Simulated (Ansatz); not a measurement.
C4H4F2 can be A, `F/C=C\C=C/F`, or B, `C=C(F)/C=C/F`.

Program: Ansatz. Geometries: PBE0-D4/def2-TZVP. ΔE: electronic, gas phase. CCSD(T)/CBS adds triple-zeta CCSD(T) − MP2 to the extrapolated MP2 energy (def2 sets, frozen cores). Double bonds are as drawn, so ΔE can hold a change between cis and trans. DFT in def2-TZVPP. Each species was taken in one conformer, which may not be the lowest.

Question: Which isomer does CCSD(T)/CBS put lower? Give the gap. (An estimate is asked.)

Answer: The calculation gave: B, by 3.6 kJ/mol.

Question: Give E(B) − E(A) in kJ/mol with ωB97M-V, CCSD/def2-TZVPP, CCSD(T)/def2-TZVPP, PBE-D4, r2SCAN-D4, HF/def2-TZVPP, PBE0-D4. (Estimate.)

Answer: Ansatz gave: ωB97M-V -5.5, CCSD/def2-TZVPP -4.1, CCSD(T)/def2-TZVPP -3.9, PBE-D4 -2.6, r2SCAN-D4 -5.2, HF/def2-TZVPP -5.3, PBE0-D4 -3.9. None reverses the order clearly.

Largest T1 diagnostic: 0.013.
